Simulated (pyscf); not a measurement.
Single points on ωB97X-D3(BJ)/def2-SVP structures (PySCF, gas phase). MP2 and CC: frozen core, UHF for open shells. ΔMP2 is the change of the MP2 total energy from the triple- to the quadruple-zeta basis.

### Question
What is the homolytic dissociation enthalpy (298 K, CCSD(T)/def2-TZVPP + ΔMP2(QZVPP)) of the Si–Si bond of H₃Si–SiH₂–PH₂, to SiH₃• + •H₂Si–PH₂?

### Answer
Si–Si to SiH₃• + •H₂Si–PH₂: 74.4 kcal/mol. •H₂Si–PH₂ lies 7.2 kcal/mol over its isomer H₃Si–PH•, and others may lie lower still (electronic energy, ωB97M-D3(BJ)). The CCSD(T) − MP2 part came from Ansatz, without density fitting, on the same reference.
